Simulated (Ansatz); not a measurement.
# BCl (SMILES [B]Cl) at B3LYP/6-31G(d) (spherical functions)

Aim: the vertical ionisation energy of BCl at B3LYP/6-31G* (spherical functions), from 2 runs. 

The calculation is run with Ansatz 0.2.0.

40 further runs of the same task are left out: 40 set aside as unsound or not needed.

### 1 Starting point

BCl has 2 atoms, charge 0, and is taken as a singlet. As SMILES, `[B]Cl`. The coordinates come from a PBE0-D4/def2-TZVP relaxation.

Bond lengths: B1–Cl2 1.718 Å.

### 2 The energy at B3LYP/6-31G(d) (spherical functions)

File input.yaml:

```yaml
crystal:
  periodic: [false, false, false]
  atoms:
    - {symbol: B, position_ang: [-0.000000, -0.000000, -0.069660]}
    - {symbol: Cl, position_ang: [0.000000, 0.000000, 1.648190]}
basis:
  gaussian:
    orbitals: 6-31G_st_-spherical.json
output: {orbitals: {seedname: orbitals}}
hamiltonian:
  xc: {name: B3LYP}
accuracy: high
```

The basis set 6-31G* is read from a file made from the Basis Set Exchange's data (not shown).

Launch:

```
ansatz run input.yaml --threads 1 --pin off --max-ram 3480MiB --events-out events.jsonl --progress --plain --runs-dir runs
```

Standard output:

```text
Warning: RAYON_NUM_THREADS=1 ignored (pool sized by the plan → 1); use --threads N
Functional definition: B3LYP
  name "B3LYP"
  parameter a0 = 0.2
  parameter ax = 0.72
  parameter ac = 0.81
  exchange = (1 - a0 - ax)*slater_x + ax*b88_x + a0*exact_x
  correlation = (1 - ac)*vwn_rpa_c + ac*lyp_c
586 factors; integrals over basis functions are off by at most 3.8e-9 eV
mean field evaluation 1: about -13196.7175 eV, gradient 6.0e0 eV
mean field evaluation 2: about -13196.7827 eV, gradient 3.9e0 eV
mean field evaluation 4: about -13196.8240 eV, gradient 3.5e-1 eV
mean field evaluation 8: about -13196.8229 eV, gradient 3.6e-3 eV
mean field evaluation 16: about -13196.8229 eV, gradient 1.8e-8 eV
mean field -13196.82293983 eV, -484.9742979108 hartree, gradient 1.7e-8 eV, S^2 0.000000; 0 other end points of the search recorded, 0 dependent functions left out
reference -13196.82296678 eV, -484.9742989015 hartree; 11, 11 occupied and 21, 21 virtual orbitals, 586 factors
Total energy: -13196.82296678 eV, -484.9742989015 hartree
```

Wall time 1 s (1 thread of Arm Neoverse V1, shared host).

### 3 The doublet cation, same level

File input.yaml:

```yaml
basis:
  gaussian:
    orbitals: 6-31G_st_-spherical.json
crystal:
  periodic: [false, false, false]
  atoms:
    - symbol: B
      position_ang: [-0.000000, -0.000000, -0.069660]
    - symbol: Cl
      position_ang: [0.000000, 0.000000, 1.648190]
total_charge: 1
magnetization:
  spin_polarized: true
  initial_magnetization: 1
hamiltonian:
  xc: {name: B3LYP}
accuracy: high
output: {orbitals: {seedname: orbitals}}
```

The basis set 6-31G* is read from a file made from the Basis Set Exchange's data (not shown).

Launch:

```
ansatz run input.yaml --threads 1 --pin off --max-ram 3480MiB --events-out events.jsonl --progress --plain --runs-dir runs
```

Standard output (excerpt; [...] marks lines left out):

```text
Warning: RAYON_NUM_THREADS=1 ignored (pool sized by the plan → 1); use --threads N
[... 7 set-up lines as earlier in the session ...]
586 factors; integrals over basis functions are off by at most 3.8e-9 eV
mean field evaluation 1: about -13182.5331 eV, gradient 2.4e1 eV
mean field evaluation 2: about -13147.1349 eV, gradient 8.4e1 eV
mean field evaluation 4: about -13186.7736 eV, gradient 2.3e0 eV
mean field evaluation 8: about -13186.8572 eV, gradient 7.4e-2 eV
mean field evaluation 16: about -13186.8573 eV, gradient 2.0e-5 eV
mean field -13186.85728563 eV, -484.6080668739 hartree, gradient 1.9e-8 eV, S^2 0.756078; 0 other end points of the search recorded, 0 dependent functions left out
reference -13186.85731126 eV, -484.6080678157 hartree; 11, 10 occupied and 21, 22 virtual orbitals, 586 factors
Total energy: -13186.85731126 eV, -484.6080678157 hartree
```

Wall time 2.1 s (1 thread of Arm Neoverse V1, shared host); peak memory 0.11 GiB.

### 4 Outcome

At B3LYP/6-31G* (spherical functions):

```
                                          quantity          value
                         singlet BCl: total energy  -484.97430 Eh
                          singlet BCl: HOMO energy       -6.95 eV
                          singlet BCl: LUMO energy       -1.70 eV
                        singlet BCl: HOMO–LUMO gap        5.26 eV
                      doublet cation: total energy  -484.60807 Eh
doublet cation: HOMO energy (highest over α and β)      -17.46 eV
 doublet cation: LUMO energy (lowest over α and β)      -12.65 eV
                              doublet cation: ⟨S²⟩          0.756
vertical ionisation energy (to the doublet cation)       9.966 eV
```

**Reading.** Removing an electron at fixed nuclei costs 9.97 eV (962 kJ/mol). −ε(HOMO) before ionisation, 6.95 eV, is 3.01 eV below this ionisation energy.
